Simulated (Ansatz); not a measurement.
**Rhombohedral A7 Bi**

Level of theory: PBE-D4 (Ansatz, a program for electronic structure, plane waves, PAW).

Run with plane-wave cutoff 520 eV, 16×16×16 k mesh, Fermi–Dirac smearing 0.05 eV, scalar-relativistic PAW data made under PBE.

Cell: relaxed at this level.

For rhombohedral A7 Bi, the volume per atom is 34.52 Å³/atom and the bulk modulus B0 comes out as 37.9 GPa. The equilibrium lattice constant a is 4.531 Å. The lattice parameter c is 11.648 Å. The band gap is zero (no gap).

Measured, for comparison: bulk modulus 32.1 GPa (copied from a table, unchecked, extrapolated to 0 K and zero-point effects removed; as tabulated in Lejaeghere et al. (2013), arXiv:1204.2733); lattice constant a 4.533 Å, lattice parameter c 11.796 Å (low temperature, zero-point motion not removed, hexagonal setting; as tabulated in Arnaud et al. (2016), arXiv:1602.08959). Computed (rounded) less measured: bulk modulus not scored (unchecked), lattice constant a 0.0 %, lattice parameter c -1.3 %.

Note: the bulk modulus comes from volumes at which shape and atoms were relaxed.

Spin–orbit coupling is not included; it can shift volumes and moduli of such heavy elements.

The computed numbers hold no vibrational or temperature effects.

The result took roughly 21 core-minutes.
